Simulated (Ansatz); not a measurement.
Structure relaxation of TaSi3

All numbers below come from Ansatz, DFT PBE, scalar-relativistic, plane waves, PAW. Cutoff 420 eV, Γ-centred k mesh, Gaussian smearing, no spin polarisation in the final step.

TaSi3 was placed on the TiAl3 (D0_22) structure type (I4/mmm, No. 139), with Ta in place of Ti, Si in place of Al, at a guessed volume.

```
CELL_PARAMETERS angstrom
-1.90334 1.90334 4.25161
1.90334 -1.90334 4.25161
1.90334 1.90334 -4.25161
ATOMIC_POSITIONS crystal
Ta 0.00000 0.00000 0.00000
Si 0.50000 0.50000 0.00000
Si 0.25000 0.75000 0.50000
Si 0.75000 0.25000 0.50000
```

Cell and atoms relax at zero pressure; the relaxation can't lower the symmetry of the start. After a coarse first stage the cell is made exact in the group found at 0.06 Å.

Energies over the elements count from the elements' standard structures at the same level, with no empirical corrections.

Problem. What does it relax into?

Solution. It keeps I4/mmm (No. 139). The result has the TiAl3 (D0_22) structure. Conventional cell: a = 3.747 Å, c = 8.384 Å. Ta has 4 Si at 2.65 Å and 8 Si at 2.81 Å; around Si on Wyckoff site b (1 atom of the primitive cell) lie 4 Ta at 2.65 Å and 8 Si at 2.81 Å; around Si on Wyckoff site d (2 atoms of the primitive cell) lie 4 Si at 2.65 Å, 4 Si at 2.81 Å and 4 Ta at 2.81 Å.

```xyz
4
Lattice="-1.8733 1.8733 4.1919 1.8733 -1.8733 4.1919 1.8733 1.8733 -4.1919" Properties=species:S:1:pos:R:3 pbc="T T T"
Ta    0.0000    0.0000    0.0000
Si    0.0000    0.0000    4.1919
Si    1.8733    0.0000    2.0959
Si    0.0000    1.8733    2.0959
```

Problem. What are its volume, energy, density and gap?

Solution. The volume per atom is 14.71 Å³, the density is 7.48 g/cm³ and the energy over the elements is 0.12 eV/atom. The gap on the 18×18×18 mesh is 0 eV (a metal).

The final run used a 18×18×18 mesh on its 4-atom cell and 0.10 eV smearing. The k mesh leaves about 4 meV/atom of noise in metals. Spin–orbit coupling is left out. Symmetry constrained the relaxation, so the result can be a saddle point.

Cost: 3 runs of about 3.6 core-minutes in all, on Arm Neoverse V1 (shared hosts).